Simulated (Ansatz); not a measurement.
# SiH2OF (SMILES O[SiH]F): the energy, rung by rung

SiH2OF: 5 atoms, total charge 0, spin state doublet. SMILES: `O[SiH]F`. The shape was relaxed beforehand at B3LYP/def2-SVP. This is one conformer, not always the lowest.

```xyz
5

O    -0.6230   -0.9017   -0.2750
Si    0.2935    0.2441    0.5038
F     0.2015    1.6703   -0.2904
H    -1.5760   -0.7647   -0.3460
H     1.7040   -0.2480    0.4076
```

Quantity: the adiabatic electron affinity (to the singlet anion, shapes relaxed at B3LYP/def2-SVP, no zero-point term), in eV. The values are calculated.

The electron affinity is E(neutral) − E(anion): positive where the electron is bound.

| level | kind | program | value (eV) | less CCSD(T)/def2-TZVPP | CPU time (all runs) |
| --- | --- | --- | --- | --- | --- |
| UHF/def2-TZVPP | Hartree–Fock | Ansatz | -0.02 | -1.12 | 2 s |
| UBLYP/def2-TZVPP | GGA | Ansatz | 1.07 | -0.03 | 3.9 s |
| U-r2SCAN/def2-TZVPP | meta-GGA | Ansatz | 0.95 | -0.15 | 8.3 s |
| UB3LYP/def2-TZVPP | global hybrid | Ansatz | 1.18 | +0.08 | 5.1 s |
| U-wB97M-V/def2-TZVPP | range-separated hybrid | Ansatz | 1.22 | +0.12 | 18 s |
| UB2PLYP/def2-TZVPP | double hybrid | Ansatz | 1.05 | -0.05 | 7.9 s |
| RPA@PBE/def2-TZVPP | RPA | Ansatz | 1.38 | +0.28 | 7.3 s |
| UCCSD(T)/def2-TZVPP | coupled cluster or CI | Ansatz | 1.10 | 0.00 | 68 s |

UCCSD(T)/def2-TZVPP is the highest level here, not the true value. The values span -0.02 to 1.38 eV. CPU times are rough (shared hosts, several kinds of processor): they show what a rung costs within a factor of a few.
